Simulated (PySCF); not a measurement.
Theory: PySCF, delta-SCF UKS SCAN, pcX-2 on the ionised atom, pcseg-1 elsewhere, spin-free X2C. Geometries: PBE0-D3(BJ)/def2-SVP; isolated species, one conformer each. Values against the vacuum level.

Task: Order these sites by rising C 1s binding energy.
A. C3 in `[H]/[N:1]=[CH:2]\[CH:3]=[CH:4]\[F:5]`
B. C1 in `[H]/[N:5]=[CH:4]\[C:2](=[CH2:1])[F:3]`
C. C3 in `[CH2:1]=[N:2][C:3](=[CH2:4])[F:5]`

Result: B (290.99 eV), A (291.32 eV), C (293.78 eV).

From the lowest up, the atoms are bonded to: C (double bond) and 2 H (290.99); C (double bond), C and H (291.32); F, N and C (double bond) (293.78).

Task: Rank by computed N 1s binding energy, lowest first.
A. Nitrogen in `C=NC(F)=C`
B. Nitrogen in `C(/C=N\[H])=C\F`
C. Nitrogen in `[H]/N=C\C(=C)F`

Result: B (404.42 eV), C (404.96 eV), A (405.67 eV).

From the lowest up, the atoms are bonded to: C (double bond) and H (404.42); C (double bond) and H (404.96); C (double bond) and C (405.67).

2 of these hole states are spin-contaminated (⟨S²⟩ up to 0.91, against 0.75; counted from 0.85) and less certain.
